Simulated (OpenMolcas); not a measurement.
**How basis sets differ on SiHCl2 (SMILES Cl[SiH]Cl)**

SiHCl2 has 4 atoms, charge 0, and is taken as a doublet. SMILES: `Cl[SiH]Cl`. Geometry: relaxed at PBE0-D4/def2-TZVP.

Quantity: the dipole moment, in D. The values are calculated.

```
                               level          kind     program  value (D)
                         ROHF/STO-3G  Hartree–Fock  OpenMolcas       3.22
                          UHF/STO-3G  Hartree–Fock  OpenMolcas       3.21
                           UHF/3-21G  Hartree–Fock  OpenMolcas       2.83
                        UHF/def2-SVP  Hartree–Fock  OpenMolcas       1.55
UHF/pcseg-1 (Cholesky decomposition)  Hartree–Fock  OpenMolcas       1.86
```

The values span 1.55 to 3.22 D. Sets without polarisation functions give poor dipoles.
